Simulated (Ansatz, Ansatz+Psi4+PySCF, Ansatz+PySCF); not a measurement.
```xyz
4

H    -0.0227    0.6009   -0.9153
O    -0.0042   -0.4037   -0.9307
O     0.0190   -0.6436    0.5683
O    -0.0076    0.4346    1.2075
```

Basis set: cc-pVTZ (spherical functions). Frozen core: 3 orbitals. Correlation on ROHF uses semicanonical orbitals with singles. Charge 0, multiplicity 2.

Computed with Ansatz (development build ahead of 0.2.0); each method stands on the lowest determinant of its kind that the runs found.

The atomization energy at this shape (free ground-state atoms in the same class of orbitals less the molecule, no zero-point energy) of doublet HO3:

```tsv
method	atomization energy
ROHF-MP2	223.70 kcal/mol
ROHF	60.08 kcal/mol
UHF	56.28 kcal/mol
```

Question: What does UHF-MP2 give?

Answer: 212.70 kcal/mol. Caution for ROHF-MP2, UHF-MP2: forces differ strongly between restricted and unrestricted references. Caution for UHF-MP2, UHF: the unrestricted determinant is spin contaminated.
